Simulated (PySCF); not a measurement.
1-chloro-1-propene(Z), C3H5Cl, SMILES C/C=C\Cl, point group Cs.

Force field and properties: B3LYP/pcSseg-1 (PySCF, grid level 2). Vibrational terms come from second-order perturbation theory with semi-diagonal cubic constants, by steps of ±0.6 along the normal coordinates of each isotopologue. The parent has the commonest isotopes.

Equilibrium geometry (Å):

```
atom        x        y        z
  C1  -1.1520  -0.1161   0.0340
  C2   0.2933  -0.4979   0.0020
  C3   1.3518   0.3002  -0.0711
 Cl4   1.2708   2.0555  -0.1494
  H5  -1.6278  -0.4872   0.9509
  H6  -1.2904   0.9666  -0.0131
  H7  -1.6889  -0.5715  -0.8081
  H8   0.5240  -1.5636   0.0434
  H9   2.3734  -0.0620  -0.0894
```

Question: Give the equilibrium and ground-state rotational constants (MHz) of parent; ¹³C at 3; ²H at 6; ¹³C at 3, ²H at 8.

Answer: 
```json
{"species": "parent", "Ae": "14381", "Be": "3513.6", "Ce": "2874", "A0": "14247", "B0": "3502.3", "C0": "2859", "Δ0 (u Å²)": "-3.005", "harmonic ZPE (cm⁻¹)": "15514"}
{"species": "¹³C at 3", "Ae": "14051", "Be": "3513.6", "Ce": "2860.5", "A0": "13920", "B0": "3502.5", "C0": "2845.7", "Δ0 (u Å²)": "-3.002", "harmonic ZPE (cm⁻¹)": "15472"}
{"species": "²H at 6", "Ae": "13480", "Be": "3480.7", "Ce": "2814.6", "A0": "13346", "B0": "3470.9", "C0": "2801.1", "Δ0 (u Å²)": "-3.048", "harmonic ZPE (cm⁻¹)": "14815"}
{"species": "¹³C at 3, ²H at 8", "Ae": "13305", "Be": "3421.4", "Ce": "2768.2", "A0": "13190", "B0": "3409.6", "C0": "2753.6", "Δ0 (u Å²)": "-3.002", "harmonic ZPE (cm⁻¹)": "14767"}
```

Δ0 = Ic − Ia − Ib from the ground-state constants.

Question: How is the parent's vibrational correction B0 − Be made up?

Answer: 
```csv
axis,harmonic,Coriolis,cubic,total (MHz)
a,36.5,-37.7,-133,-135
b,5.77,-3.43,-13.6,-11.3
c,2.15,-1.43,-15.7,-14.9
```

Question: And its quartic centrifugal distortion constants from the harmonic force field?

Answer: Asymmetric top, A reduction, Ir representation: ΔJ = 1.77 kHz, ΔJK = -8.94 kHz, ΔK = 48.2 kHz, δJ = 0.45 kHz, δK = 3.36 kHz.

Question: Which nuclear quadrupole couplings χaa, χbb, χcc (MHz) does the parent show, at equilibrium and averaged?

Answer: 35Cl at 4: -24.2, -9.1, 33.3 and -23.9, -9.3, 33.2.

A mode lies under 250 cm⁻¹, where this perturbation treatment is rough. Internal rotors are held in one well.
